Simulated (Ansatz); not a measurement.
For Bi (model structure, started from the dhcp type, P6₃/mmc, No. 194, 4 atoms in the cell), PBE (Ansatz, a program for electronic structure, PAW) gives:

```
Property                           Value
------------------------------  --------
equilibrium lattice constant a   3.522 Å
c axis length                   11.814 Å
```

Question: What does PBE-D3(BJ) in Ansatz (PAW) give for the same quantities?

Answer: 
- lattice constant a: 3.470 Å (decreases by 1.5 %)
- lattice parameter c: 11.599 Å (decreases by 1.8 %)

Changes are worked out from the printed values.

Unless a cell is named, each level is at its own relaxed cell (PBE 31.72, PBE-D3(BJ) 30.24 Å³/atom).

Levels without +SOC leave out spin–orbit coupling, which shifts energies and cells of such heavy elements.

Ansatz's density-functional and Hartree–Fock values are scalar-relativistic unless marked +SOC, with PAW data made under PBE.

A model structure was made by putting elements into a prototype or built by hand; it is no filed structure, need not be a known phase, and can be a saddle point held by its symmetry.
